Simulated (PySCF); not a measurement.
C₅H₉N (charge -1 and doublet state).
SMILES with atom numbers: `[CH3:1][N:2]1[CH2:3][CH:4][CH-:5][CH2:6]1` (hydrogens: H7, H8, H9 on C1; H10, H11 on C3; H12 on C4; H13 on C5; H14, H15 on C6)

Cartesian coordinates in Å at the GFN2-xTB level; atoms count from 1:
```xyz
15
C5H9N angstrom
C      1.8244    0.0589    0.2445
N      0.4375    0.4119    0.2558
C     -0.4172   -0.4989    1.0159
C     -1.7723   -0.4212    0.3664
C     -1.6307    0.4748   -0.7699
C     -0.1630    0.5385   -1.0620
H      2.0279   -0.9303   -0.2236
H      2.3905    0.8131   -0.3118
H      2.2060    0.0282    1.2702
H      0.0029   -1.5417    0.9699
H     -0.3805   -0.2127    2.0881
H     -2.6264   -0.2851    1.0414
H     -2.2948    0.3533   -1.6350
H      0.1647    1.4940   -1.5158
H      0.2265   -0.2750   -1.7560
```

The hyperfine couplings belong to this conformer and change with its torsions.

Theory: PySCF, UKS B3LYP, pcH-1 on C H N, non-relativistic, mean-field spin-orbit, GIAO. Whether the extra electron is bound in the gas phase wasn't checked; a finite basis holds it in any case. The geometry wasn't refined by DFT: couplings that depend on bond lengths, twists or pyramidal angles can differ widely from those at the functional's own minimum, by a factor of two or more for some ions and for spin on atoms past the first row. The SCF solution wasn't tested for stability.

(1) Give the principal g shifts and their parts.

(2) Average each term over the three axes. Which is largest in size?

(3) What effective moment and Curie constant follow for a powder?

(4) In a frozen sample, at which fields do the three g values resonate at 9.5, 34, 94 and 263 GHz (hyperfine left aside), and which band first spreads them over more than twice a line width of 0.5 mT?

## Answers

(1) 
```csv
Δg (ppm),1,2,3
relativistic mass correction,-140,-140,-140
gauge correction,5,5,22
orbital Zeeman/spin–orbit,37,287,814
total,-98,152,696
```

So g = 2.00222, 2.00247, 2.00301 and g_iso = 2.00257; the tensor is rhombic: the two nearest values differ by 32 % of g3 − g1. Axes: g2 points within 11° of the C4–C5 bond and g3 points within 15° of the C3–C4 bond.

(2) The orbital-Zeeman/spin–orbit term 379, the mass correction -140 and the gauge correction 11 ppm, for a total of 250 ppm. The orbital-Zeeman/spin–orbit term is the largest in size. The mass correction is the same along every axis, so the anisotropy comes from the other two: their spans along these axes are 17 (gauge) and 777 ppm (orbital Zeeman/spin–orbit).

(3) With the mean of g² = 4.0103 and S(S+1) = 0.75: μ_eff = √(⟨g²⟩S(S+1)) = 1.734 μB and χT = 0.12505·⟨g²⟩·S(S+1) = 0.376 cm³ K/mol (cgs; spin-Hamiltonian part alone).

(4) 
```json
{"band": "X", "GHz": "9.5", "B(g3) mT": "338.87", "B(g2) mT": "338.96", "B(g1) mT": "339.00", "spread mT": "0.13"}
{"band": "Q", "GHz": "34.0", "B(g3) mT": "1212.78", "B(g2) mT": "1213.11", "B(g1) mT": "1213.26", "spread mT": "0.48"}
{"band": "W", "GHz": "94.0", "B(g3) mT": "3352.99", "B(g2) mT": "3353.90", "B(g1) mT": "3354.32", "spread mT": "1.33"}
{"band": "J", "GHz": "263.0", "B(g3) mT": "9381.23", "B(g2) mT": "9383.78", "B(g1) mT": "9384.96", "spread mT": "3.72"}
```

The spread grows in proportion to the frequency. W band is the first where it exceeds 1.0 mT.

Largest spin populations (Mulliken): C4 (+0.48) and C5 (+0.48).

The HOMO–LUMO gaps are 2.17 eV among the α and 4.61 eV among the β orbitals.
